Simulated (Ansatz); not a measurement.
# SiH₅ (doublet): wave-function methods side by side at distance Si1–H5 along a hydrogen transfer = 1.613 Å, cc-pVTZ

The task here is to estimate one member of a computed series from the others.

Program: Ansatz 0.2.0, Gaussian basis. Level of theory: cc-pVTZ, core rule «outside noble gas», up to 5 orbitals frozen. These are calculated values, not measurements.

Plan: UHF; CCSD(T) on ROHF; CCSD(T) on UHF; BCCD(T) on ROHF; CISD; CCSDT(Q) on ROHF; CCSDT(Q) on UHF; CASSCF and NEVPT2, 3 electrons in 3 orbitals; CASSCF and NEVPT2, 9 electrons in 9 orbitals.

## What is computed

The geometry derives from fragments relaxed apart (PBE0/def2-TZVP) and kept rigid, so it is no stationary point. A hydrogen atom is moved between rigid fragments.

6 atoms, charge 0, spin multiplicity 2.

Atoms are counted from 1 here; the program's logs count them from 0.

Bond lengths: Si1–H2 1.485 Å, Si1–H3 1.485 Å, Si1–H4 1.485 Å, Si1–H5 1.613 Å. Angles: H2–Si1–H3 109.5°, H2–Si1–H4 109.5°, H2–Si1–H5 109.5°, H3–Si1–H4 109.5°, H3–Si1–H5 109.5°, H4–Si1–H5 109.5°.

Set-up of the first run:

in.yaml reads:

```yaml
crystal:
  periodic: [false, false, false]
  atoms:
    - {symbol: Si, position_ang: [-0.080890, 0.000000, 0.000000]}
    - {symbol: H, position_ang: [-0.575762, 1.399708, 0.000000]}
    - {symbol: H, position_ang: [-0.575761, -0.699854, 1.212183]}
    - {symbol: H, position_ang: [-0.575762, -0.699854, -1.212183]}
    - {symbol: H, position_ang: [1.532110, 0.000000, 0.000000]}
    - {symbol: H, position_ang: [2.449110, 0.000000, 0.000000]}
basis:
  gaussian: {orbitals: cc-pVTZ}
magnetization: {spin_polarized: true, initial_magnetization: 1}
hamiltonian: {xc: hf}
output: {orbitals: {seedname: orbitals}}
```

Launch:

```console
$ ansatz run in.yaml --threads 1 --pin off --events-out ev --progress --plain --max-ram 4096MiB --backend cpu
```

Steps of the session up to this table: UHF; CCSD(T) on ROHF; CCSD(T) on UHF; BCCD(T) on ROHF; CISD; CCSDT(Q) on ROHF; CCSDT(Q) on UHF; CASSCF and NEVPT2, 3 electrons in 3 orbitals; CASSCF and NEVPT2, 9 electrons in 9 orbitals.

One of the session's tables, all rows but one given; the rest of the session is left out.

| method | from UCCSDT(Q) (kJ/mol) |
| --- | --- |
| ROHF | +533.6 |
| UHF | +515.2 |
| RMP2 | +102.5 |
| UMP2 | +104.8 |
| CISD | +47.2 |
| RCCSD | ? |
| UCCSD | +15.3 |
| RCCSD(T) | +2.8 |
| UCCSD(T) | +2.9 |
| BCCD(T) | +2.8 |
| RCCSDT | +0.4 |
| UCCSDT | +0.4 |
| RCCSDT(Q) | +0.1 |
| UCCSDT(Q) | 0 |
| CASSCF pair | +478.7 |
| NEVPT2 pair | +104.1 |
| CASSCF valence | +364.4 |
| NEVPT2 valence | +108.8 |

Q: Estimate the row for RCCSD from the others.

**Answer.** from UCCSDT(Q) (kJ/mol): +15.7. In the column «from UCCSDT(Q) (kJ/mol)» it lies between UCCSD (+15.3) and CISD (+47.2).

To keep in mind: Restricted and unrestricted rows rest on different reference determinants; where their highest levels disagree by more than a few hundredths of an eV, they describe different states and don't form one ladder.
